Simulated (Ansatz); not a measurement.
# C2H5FS2: harmonic frequencies at the relaxed geometry from a Python script

At which frequencies does C2H5FS2 vibrate? Wanted for C2H5FS2: harmonic frequencies at the relaxed geometry. SMILES: CSSCF.

Program: Ansatz 0.2.0 through its Python package. Level of theory: CAM-B3LYP/def2-SVP. These are calculated values, not measurements.

## (1) Starting point

Bond lengths: C1–S2 1.781 Å, S2–S3 2.032 Å, S3–C4 1.865 Å, C4–F5 1.336 Å, C1–H6 1.085 Å, C1–H7 1.091 Å, C1–H8 1.137 Å, C4–H9 1.167 Å, C4–H10 1.035 Å. Angles: C1–S2–S3 100.1°, S2–C1–H6 114.9°, S2–C1–H7 113.7°, S2–C1–H8 109.4°, H6–C1–H7 110.4°, H6–C1–H8 102.9°, H7–C1–H8 104.5°, S2–S3–C4 104.6°, S3–C4–F5 108.6°, S3–C4–H9 107.9°, S3–C4–H10 112.7°, F5–C4–H9 106.2°, F5–C4–H10 112.9°, H9–C4–H10 108.2°.

c2h5fs2.xyz, read by the script:

```xyz
10

C    -0.97860    1.05160   -1.02690
S    -1.44460   -0.57940   -0.48330
S     0.36890   -1.49510   -0.50320
C     1.16820   -0.99140    1.10490
F     1.21460    0.34310    1.15700
H    -0.37100    1.61110   -0.32270
H    -0.52530    1.07090   -2.01910
H    -1.90980    1.69710   -1.12650
H     0.46690   -1.32670    1.97550
H     2.09380   -1.43250    1.24720
```

## (2) Script

Contents of c2h5fs2_freq.py:

```python
"""Vibrations and zero-point energy of C2H5FS2."""

from dataclasses import dataclass
import itertools

import ansatz as az
from ase import Atoms
from ase.data import atomic_numbers, covalent_radii
from ase.thermochemistry import IdealGasThermo
import numpy as np


@dataclass(frozen=True)
class Settings:
    basis_set: str = "def2-SVP"
    xc: str = "cam_b3lyp"


settings = Settings()

mol = az.Crystal.molecule_from_extxyz("c2h5fs2.xyz")

model = mol.calculation()
model = model.basis(gaussian=settings.basis_set)
model = model.functional(settings.xc)
model = model.scf(lower_state_search="off")
symbols = [site.symbol for site in mol.cartesian_sites]
start = np.array([site.position_ang for site in mol.cartesian_sites], dtype=float)
rep = model.relax(force_tolerance=0.003).run(threads=1).report
end = np.array(rep["positions_ang"])

# pairs closer than 1.2 times the sum of covalent radii, before or after
radius = [covalent_radii[atomic_numbers[s]] for s in symbols]
span = lambda where, i, j: np.linalg.norm(where[i] - where[j])
bonded = [(i, j) for i, j in itertools.combinations(range(len(symbols)), 2) if min(span(start, i, j), span(end, i, j)) < 1.2 * (radius[i] + radius[j])]
print("pair        before    after (A)")
for i, j in bonded:
    print(f"{symbols[i]}{i}-{symbols[j]}{j}".ljust(10), f"{span(start, i, j):8.4f} {span(end, i, j):8.4f}")

# frequencies need a stationary point, so they are taken at the relaxed geometry
minimum = az.Crystal.molecule()
for symbol, place in zip(symbols, end):
    minimum = minimum.atom(symbol, place.tolist())
vibrating = (
    minimum.calculation()
    .basis(gaussian=settings.basis_set)
    .functional(settings.xc)
    .scf(lower_state_search="off")
    .phonons(temperatures=(100, 500, 100))
)
vib = vibrating.run(threads=1).report["vibrations"]
sums = vib["harmonic_sums"]
modes = [m["omega_inv_cm"] for m in sums["modes_at_gamma"] if m["rigid_motion"] == "no"]
print("frequencies (1/cm):", " ".join(f"{w:.0f}" for w in modes))
print("imaginary modes:", sum(w < 0 for w in modes), " zero-point energy:", round(sums["zero_point_energy_ev"], 4), "eV")
# rigid rotor and ideal gas, symmetry number taken as one
gas = IdealGasThermo(vib_energies=[w / 8065.544 for w in modes if w > 0], geometry="linear" if len(modes) == 3 * len(symbols) - 5 else "nonlinear",
                     atoms=Atoms(symbols, positions=end), symmetrynumber=1, spin=0.0)
print(f"H(298 K) - E = {gas.get_enthalpy(298.15, verbose=False):.4f} eV")
print(f"S(298 K, 1 bar) = {96485.33 * gas.get_entropy(298.15, 1e5, verbose=False):.1f} J/(mol K) with symmetry number 1")
```

## (3) Running it

The run is started by

```sh
$ python c2h5fs2_freq.py
```

**Question.** What results will this script give? Wanted: moves of the relaxation of run 1; energy gained in run 1; last largest force component of run 1; highest frequency; imaginary modes; zero-point energy.

The runs gave:

| quantity | value |
| --- | --- |
| runs compared | 2 |
| moves of the relaxation of run 1 | 8 |
| energy gained in run 1 | 0.387 eV |
| last largest force component of run 1 | 0.0015 eV/Å |
| highest frequency | 3200 cm⁻¹ |
| imaginary modes | 0 |
| zero-point energy | 1.937 eV |

The dearest, run 2 (phonons), took some 5.7 times as long as run 1 (relaxation). Run 1: The relaxation took 8 moves; the largest shift is 0.206 Å, of atom 9 (H). All frequencies are real, so the geometry is a minimum. The values are harmonic; measured fundamentals also hold anharmonic shifts, mostly downward for stretches. The frequencies are harmonic and unscaled, in a modest basis. The result belongs to the one conformer reached from this start, and soft torsions count as harmonic oscillators. The entropy takes a symmetry number of 1; a symmetric molecule's is lower by R ln(sigma).
